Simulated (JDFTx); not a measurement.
System: ethylamine, C2H7N (SMILES CCN), charge 0, multiplicity 1; geometry: optimised with GFN2-xTB in vacuum (one conformer, no frequencies checked; largest PBE force component 0.5 eV/Å). Coordinates in Å:
```
C    -1.25   -0.27   -0.08
C     0.09    0.43    0.06
N     1.16   -0.48   -0.34
H    -2.06    0.42    0.14
H    -1.37   -0.66   -1.09
H    -1.31   -1.11    0.62
H     0.20    0.81    1.09
H     0.13    1.29   -0.62
H     2.06   -0.02   -0.26
H     1.17   -1.29    0.27
```

Level of theory: PBE, GBRV ultrasoft potentials, plane waves to 20/100 Ha; code: a modified build of JDFTx. Liquid: CANDLE, water, 0.5 M KCl. The liquid run sits in a periodic box with 3.75 Å from the outermost atoms to the faces; the vacuum run is isolated. The box matters at about 0.01 eV. ΔG_solv is the difference of the two single-point energies, liquid minus vacuum; no corrections are added.

This is the neutral, unprotonated base.

### Question
What does the calculation give for the solvation energy, its fluid terms and the levels?

### Answer
solvation energy: -0.16 eV
part: cavitation term of the fluid: 0.42 eV
part: dispersion term of the fluid: -0.38 eV
part: electrostatic term of the fluid: -0.26 eV
part: distortion of the solute's electrons: 0.07 eV
dipole moment in vacuum: 1.20 D
dipole moment in the liquid: 1.90 D
highest occupied level in vacuum (zero: vacuum level): -5.39 eV
highest occupied level in the liquid (zero: bulk electrolyte): -5.54 eV
